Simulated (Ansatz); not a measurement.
# C$_{2}$H$_{3}$FO, singlet: the ladder up to RCCSDT(Q)

Geometry: MP2(full)/6-31G*, from the G2/97 set.

```
atom    x (Å)    y (Å)    z (Å)
   C   0.0820   0.1378   0.0000
   O   0.2086   1.3286   0.0000
   F  -1.1620  -0.4314   0.0000
   C   1.1314  -0.9248   0.0000
   H   2.1179  -0.4657   0.0000
   H   1.0068  -1.5570   0.8815
   H   1.0068  -1.5570  -0.8815
```

Basis cc-pVDZ; Ansatz 0.2.0. Correlated methods freeze the noble-gas cores, which leaves 24 electrons in 67 orbitals. R marks a restricted (for open shells ROHF) determinant. Active spaces: frontier = (8e, 8o) about the gap.

Full CI isn't at hand for all of this; RCCSDT(Q) serves as the reference, and is uncertain by about the last step of the cluster series.

```
UHF ⟨S²⟩                          : 0.000
T1 diagnostic (RCCSD)             : 0.0148
largest doubles amplitude (RCCSD) : 0.081
```

```
   level  E − E(RHF) (eV)
    RMP2         -17.3962
   RCCSD         -17.9944
RCCSD(T)         -18.5097
```

(1) Estimate how far RCCSDT(Q) in cc-pVDZ lies from RCCSD(T). The table doesn't fix it; the size of (T) and the diagnostics are the guide.

(1) RCCSDT(Q) in cc-pVDZ lies 6.6 kJ/mol below RCCSD(T), which is 13 % of the (T) step (-49.7 kJ/mol). The diagnostics are small and the rest is a small part of (T), but (T) is large here. The miss exceeds 1 kcal/mol.

The other levels:

```
  level  E − E(RCCSDT(Q)) (kJ/mol)  share of correlation (%)  wall time
   CISD                      279.6                     84.40       22 s
BCCD(T)                        5.9                     99.67      2.5 s
 RCCSDT                        4.8                     99.73          –
```

The correlation energy at RCCSDT(Q), counted from RHF, is -18.578 eV. That run took 23 s on 2 threads of AMD EPYC 7R13 with a shared H100 80 GB, shared host.

Run but not shown, since their state or frozen core can't be matched to the reference's or they repeat it: CASSCF (frontier space), NEVPT2 (frontier space), MRCISD (frontier space), MRCISD+Q (frontier space).

Times hold each run's SCF and search for its determinant on a shared host, so for small cases they say little of a method's own cost; they ran on 1 thread of AMD EPYC 7R13.

Atomization energy (electronic, same basis, no zero-point term; atoms at the same level, unrestricted beside the R rows where the molecule is a closed shell, with restricted open-shell steps beyond CCSDT(Q)) at RCCSDT(Q): 2727.8 kJ/mol. Errors of other levels:

```
   level  error (kJ/mol)
     RHF          -692.9
    RMP2            76.9
    CISD          -252.1
   RCCSD           -44.4
RCCSD(T)            -3.8
 BCCD(T)            -2.7
  RCCSDT            -4.2
```

This basis is far from its limit, so the value isn't to be set against a measured one. Truncated CI isn't size-consistent, which counts against it in atomization.
